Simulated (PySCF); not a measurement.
Ionisation of formamide

Molecule: formamide, `NC=O` (CH3NO). Non-hydrogen atoms are numbered in `[NH2:1][CH:2]=[O:3]`.

Computed at ωB97X-D3(BJ)/ma-def2-TZVP // PBE0-D3(BJ)/def2-SVP with PySCF (density fitting, grid level 2). The prefix ma- adds one diffuse s and one diffuse p function on all atoms but H. Thermal corrections: PBE0-D3(BJ)/def2-SVP frequencies, unscaled, ideal gas at 298.15 K and 1 bar, quasi-RRHO entropy.

Frontier levels of the parent: HOMO -10.24 eV, LUMO 0.93 eV.

Oxidation to the radical cation:
| Item | Value |
| --- | --- |
| Vertical ionisation energy (electronic) | 10.37 eV |
| Adiabatic ionisation energy (with zero-point energy) | 10.12 eV |
| Adiabatic, electronic part | 10.13 eV |
| Vertical gap at the product's structure | 9.88 eV |
| Inner reorganisation energy (four-point) | 489 meV |
| Relaxation of product / of parent | 240 / 249 meV |
| ⟨S²⟩ of the product | 0.755 |
| Largest spin populations | O3 0.95 |
| Largest changes of atomic charge | O3 0.51, H (on C2) 0.17, N1 0.16 |
| Distances that move most (Å) | N1–C2 1.355 → 1.294; C2–O3 1.206 → 1.257; N1–H 1.010 → 1.020; N1–H 1.013 → 1.023 |
| Potential in dichloromethane | 7.63 V absolute, 2.93 V against Fc+/Fc computed at 4.70 V (solvation -35 → -274 kJ/mol) |

Solvents are IEF-PCM continua (electrostatics only, gas-phase structures); absolute potentials refer to an electron at rest in vacuum. Fc+/Fc in dichloromethane, 4.70 V, is ωB97X-D3(BJ)/ma-def2-TZVP on PBE0-D3(BJ)/def2-SVP structures with GFN2-xTB thermal terms. Benchmark calculations put it near 5.0 V in acetonitrile and DMSO, so it is about 0.3 V low, and the value against it can read up to that much too high.

Measured values (NIST Chemistry WebBook, evaluated or the median of agreeing entries): adiabatic ionisation energy 10.16 eV (computed 10.12, difference -0.04).

Run with `OMP_NUM_THREADS=1 python redox_run.py task.json out` on 1 thread of AMD EPYC 9R45 96-Core, a shared host. Structures, frequencies and single points: 42 s of wall time.
